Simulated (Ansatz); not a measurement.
**BH3⁺, doublet: stretch scan**

Starting geometry (PBE0/def2-TZVP stationary point for this spin, not checked as a minimum):

```yaml
atoms:
  - { symbol: B, position_ang: [0.0000, 0.0000, 0.0681] }
  - { symbol: H, position_ang: [0.0000, 0.7178, -0.9866] }
  - { symbol: H, position_ang: [0.0000, 0.0000, 1.2424] }
  - { symbol: H, position_ang: [0.0000, -0.7178, -0.9866] }
```

From there H2 moves along the line of the two atoms named below, all else staying in place; atoms are numbered as listed. Energies are in kJ/mol, counted from the starting geometry at the same level.

Basis cc-pVTZ; Ansatz 0.2.0. Only valence electrons are correlated (noble-gas cores frozen). R marks a restricted (for open shells ROHF) determinant, U an unrestricted one. Active spaces: valence = (5e, 7o) chosen from the atoms' valence shells.

Runs in a small pair space aren't shown, since their orbitals change along the scan.

Full CI isn't at hand for all of this; UCCSDT(Q) serves as the reference, and is uncertain by about the last step of the cluster series. The frozen core follows each run's orbitals, which can shift R against U totals by a few meV.

```csv
distance B1-H2 (Å),UCCSDT(Q),error UMP2,error UCCSD,error RCCSD(T),error RCCSDT(Q),error CASSCF (valence space),error MRCISD+Q (valence space)
1.135,17.5,-1.3,-0.3,-0.1,0.0,3.5,-0.1
1.276,0.0,0.0,0.0,0.0,0.0,0.0,0.0
1.371,5.7,1.1,0.2,0.1,0.0,-2.8,0.2
1.770,66.6,2.9,0.3,0.3,0.0,-18.8,1.4
2.351,109.1,-5.5,-1.8,-0.2,0.0,-44.1,2.6
3.418,120.9,-8.3,-2.6,-0.5,0.0,-54.8,0.9
```

Errors are those of relative energies. In total energy the starting point itself misses UCCSDT(Q) by: UMP2 58.1, UCCSD 6.2, RCCSD(T) 1.2, RCCSDT(Q) 0.0, CASSCF (valence space) 157.0, MRCISD+Q (valence space) 1.2 kJ/mol.

Spread of the error over the points with a reference, to 3.418 Å (largest less smallest): RCCSDT(Q) 0.0, RCCSD(T) 0.8, MRCISD+Q (valence space) 2.7, UCCSD 2.9, UMP2 11.2, CASSCF (valence space) 58.3 kJ/mol.

Going outwards, the relative energy of UMP2 first misses by more than 4.2 kJ/mol (1 kcal/mol) at 2.351 Å.

MRCISD+Q (valence space) stays parallel to the reference within 2.7 kJ/mol over the points shown. CASSCF lacks dynamic correlation, of which the bound molecule has more, so its curve rises 54.8 kJ/mol too little out to 3.418 Å.
